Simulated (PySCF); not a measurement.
methoxyethane (C3H8O), SMILES C(OC)C.

Coordinates come from a B3LYP-D3(BJ)/def2-SVP optimisation. Other conformers were not sampled.

Method: PBE/def2-TZVP run with PySCF.

Gas-phase values at a fixed geometry.

Computed frontier levels, gap, dipole moment and polarisability:
* **highest occupied level**: -5.77 eV
* **lowest empty level**: 0.51 eV
* **orbital gap**: 6.28 eV
* **dipole moment**: 1.13 D
* **quadrupole, principal values (traceless, Buckingham form, about the centre of nuclear charge)**: -2.91, -0.70, 3.62 D·Å
* **mean static polarisability**: 45.3 bohr³ (6.71 Å³)
* **polarisability, principal values**: 41.0, 43.2, 51.6 bohr³
